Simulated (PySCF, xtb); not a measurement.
C2H6O, SMILES O(C)C.

GFN2-xTB (xtb 6.7.1) at its own geometry gives an orbital gap of 12.32 eV and a dipole moment of 1.58 D.

Geometry: B3LYP-D3(BJ)/def2-TZVP.

Problem. What does PySCF with B3LYP/def2-TZVPD give? (Estimate from the structure and the level; the computed values follow.)

Solution. gap 7.35 eV (levels -7.23 and 0.11 eV), dipole 1.26 D.
